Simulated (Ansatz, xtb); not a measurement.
# Ranking isomers of C2HO

3 gas-phase structures of C2HO, found in a search over its isomers (lower ones may exist). Each was relaxed with GFN2-xTB:

A. `[CH]=C=O`, a doublet
B. `[C]1=CO1`, a doublet
C. `[C]#CO`, a doublet

Task: Make a reasoned guess at their ranking by r2SCAN-D4/def2-SVP single-point energy.

Result: Calculated order at r2SCAN-D4/def2-SVP: A (0.0), B (58.2), C (61.3) kcal/mol.

Energies above the lowest of each column, in kcal/mol; the last columns are at PBE0-D4/def2-TZVP geometries:

| structure | GFN2-xTB | HF/STO-3G | r2SCAN-D4/def2-SVP | PBE0-D4/def2-TZVP | CCSD(T)/def2-TZVPP |
| --- | --- | --- | --- | --- | --- |
| A | 0.0 | 0.0 | 0.0 | 0.0 | 0.0 |
| B | 55.8 | 40.0 | 58.2 | 54.4 | 52.3 |
| C | 48.4 | 58.3 | 61.3 | 57.5 | 53.9 |

Every level run on A puts it lowest or level with the lowest. Open shells are spin-unrestricted, some with notable spin contamination.

Programs: Ansatz 0.2.0, xtb 6.7.1.
